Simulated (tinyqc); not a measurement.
Worked calculation: G0W0 on RHF in the sto-6g basis, for H2F+, spin multiplicity 1. One step of it, computed by the program tinyqc.

Question. Screening: direct RPA. With D = e_a - e_i and K = (ia|jb): diagonalise D^(1/2) (D + 4K) D^(1/2) = Z w^2 Z^T; X + Y = D^(1/2) Z w^(-1/2), each column of Z with its largest component positive (the first on a tie); E_c = (sum w - tr (D + 2K)) / 2.

orbital energies (hartree): MO1 -26.917896, MO2 -2.025209, MO3 -1.164567, MO4 -1.039861, MO5 -1.019889, MO6 -0.062730, MO7 0.120088

Two-electron integrals over orbitals (pq|rs), unique and non-zero (hartree):
```
(11|11) 5.381331    (21|11) -0.519091   (21|21) 0.081057    (22|11) 1.225639
(22|21) -0.021439   (22|22) 0.861871    (31|31) 0.017411    (32|31) 0.025296
(32|32) 0.155810    (33|11) 0.976032    (33|21) -0.007655   (33|22) 0.751579
(33|33) 0.724953    (41|11) 0.119353    (41|21) -0.016189   (41|22) 0.012241
(41|33) 0.004081    (41|41) 0.029235    (42|11) -0.088720   (42|21) 0.007503
(42|22) -0.001106   (42|33) -0.005370   (42|41) 0.031539    (42|42) 0.164728
(43|31) -0.003032   (43|32) 0.007722    (43|43) 0.046839    (44|11) 1.175334
(44|21) -0.013788   (44|22) 0.828309    (44|33) 0.711424    (44|41) -0.010420
(44|42) -0.084981   (44|44) 0.903566    (51|51) 0.030383    (52|51) 0.039197
(52|52) 0.183297    (53|53) 0.037580    (54|51) -0.008372   (54|52) -0.030424
(54|54) 0.053688    (55|11) 1.265979    (55|21) -0.013582   (55|22) 0.884638
(55|33) 0.739837    (55|41) 0.002962    (55|42) -0.046766   (55|44) 0.842658
(55|55) 0.998085    (61|11) 0.222497    (61|21) -0.036295   (61|22) 0.005944
(61|33) 0.002304    (61|41) -0.004581   (61|42) -0.017868   (61|44) 0.011681
(61|55) 0.005463    (61|61) 0.021650    (62|11) -0.292995   (62|21) 0.008641
(62|22) -0.142647   (62|33) -0.086236   (62|41) -0.016533   (62|42) -0.040855
(62|44) -0.109038   (62|55) -0.149403   (62|61) 0.002858    (62|62) 0.072264
(63|31) -0.003674   (63|32) 0.029344    (63|43) 0.018492    (63|63) 0.073381
(64|11) -0.249611   (64|21) 0.002664    (64|22) -0.135651   (64|33) -0.077762
(64|41) -0.007233   (64|42) -0.001083   (64|44) -0.142562   (64|55) -0.138077
(64|61) 0.001928    (64|62) 0.059069    (64|64) 0.067051    (65|51) -0.013826
(65|52) -0.052876   (65|54) -0.007616   (65|65) 0.024929    (66|11) 0.671353
(66|21) -0.005651   (66|22) 0.554827    (66|33) 0.544131    (66|41) 0.014860
(66|42) 0.064024    (66|44) 0.525105    (66|55) 0.532708    (66|61) -0.003772
(66|62) -0.045751   (66|64) -0.023621   (66|66) 0.535476    (71|31) 0.017539
(71|32) 0.024444    (71|43) -0.003158   (71|63) -0.003474   (71|71) 0.017685
(72|31) 0.017775    (72|32) 0.068465    (72|43) -0.020034   (72|63) -0.025630
(72|71) 0.017266    (72|72) 0.057544    (73|11) 0.432214    (73|21) -0.008066
(73|22) 0.215737    (73|33) 0.163824    (73|41) -0.001112   (73|42) -0.052030
(73|44) 0.208946    (73|55) 0.235132    (73|61) 0.004690    (73|62) -0.072089
(73|64) -0.080146   (73|66) 0.015792    (73|73) 0.161835    (74|31) -0.006738
(74|32) -0.050979   (74|43) 0.010204    (74|63) -0.041261   (74|71) -0.006747
(74|72) -0.011427   (74|74) 0.044893    (75|53) 0.025806    (75|75) 0.020382
(76|31) -0.010096   (76|32) -0.096049   (76|43) -0.046140   (76|63) -0.090983
(76|71) -0.009933   (76|72) 0.002718    (76|74) 0.057152    (76|76) 0.167068
(77|11) 0.802427    (77|21) -0.007661   (77|22) 0.612799    (77|33) 0.611512
(77|41) 0.002725    (77|42) 0.004770    (77|44) 0.592333    (77|55) 0.601588
(77|61) 0.002659    (77|62) -0.046384   (77|64) -0.030784   (77|66) 0.531993
(77|73) 0.075860    (77|77) 0.575012
```

Give: D^(1/2) (D + 4K) D^(1/2); excitation energies w; X + Y; RPA correlation energy.

Answer.

D^(1/2) (D + 4K) D^(1/2) (hartree^2):
```
          1>6       1>7      2>6      2>7      3>6      3>7      4>6      4>7
1>6  723.5256    0.0000   0.0830   0.0000   0.0000   0.1102   0.0395   0.0000
1>7    0.0000  732.9653   0.0000   0.5260  -0.0758   0.0000   0.0000  -0.1511
2>6    0.0830    0.0000   4.4186   0.0000   0.0000  -0.4578   0.3272   0.0000
2>7    0.0000    0.5260   0.0000   5.0961  -0.1576   0.0000   0.0000  -0.0721
3>6    0.0000   -0.0758   0.0000  -0.1576   1.5375   0.0000   0.0000  -0.1866
3>7    0.1102    0.0000  -0.4578   0.0000   0.0000   2.4819  -0.3592   0.0000
4>6    0.0395    0.0000   0.3272   0.0000   0.0000  -0.3592   1.2169   0.0000
4>7    0.0000   -0.1511   0.0000  -0.0721  -0.1866   0.0000   0.0000   1.5538
5>6    0.0000    0.0000   0.0000   0.0000   0.0000   0.0000   0.0000   0.0000
5>7    0.0000    0.0000   0.0000   0.0000   0.0000   0.0000   0.0000   0.0000

        5>6     5>7
1>6  0.0000  0.0000
1>7  0.0000  0.0000
2>6  0.0000  0.0000
2>7  0.0000  0.0000
3>6  0.0000  0.0000
3>7  0.0000  0.0000
4>6  0.0000  0.0000
4>7  0.0000  0.0000
5>6  1.0116  0.0000
5>7  0.0000  1.3925
```

excitation energies w (hartree): [1.0058, 1.0532, 1.1626, 1.1800, 1.3158, 1.5617, 2.1375, 2.2592, 26.8984, 27.0733]

X + Y:
```
          1        2       3       4        5        6        7        8
1>6  0.0000  -0.0004  0.0000  0.0000   0.0000  -0.0007  -0.0003   0.0000
1>7  0.0000   0.0000  0.0009  0.0000   0.0004   0.0000   0.0000  -0.0025
2>6  0.0000  -0.0870  0.0000  0.0000   0.0000   0.2837   0.9250   0.0000
2>7  0.0000   0.0000  0.0594  0.0000  -0.0212   0.0000   0.0000   0.9734
3>6  0.0000   0.0000  0.7069  0.0000  -0.6279   0.0000   0.0000  -0.0302
3>7  0.0000   0.2570  0.0000  0.0000   0.0000   0.8565  -0.1801   0.0000
4>6  0.0000   0.9348  0.0000  0.0000   0.0000  -0.1659   0.0805   0.0000
4>7  0.0000   0.0000  0.6853  0.0000   0.6828   0.0000   0.0000  -0.0129
5>6  0.9755   0.0000  0.0000  0.0000   0.0000   0.0000   0.0000   0.0000
5>7  0.0000   0.0000  0.0000  0.9829   0.0000   0.0000   0.0000   0.0000

          9      10
1>6  0.9992  0.0000
1>7  0.0000  0.9993
2>6  0.0000  0.0000
2>7  0.0000  0.0002
3>6  0.0000  0.0000
3>7  0.0000  0.0000
4>6  0.0000  0.0000
4>7  0.0000  0.0000
5>6  0.0000  0.0000
5>7  0.0000  0.0000
```

RPA correlation energy = -0.048587 hartree
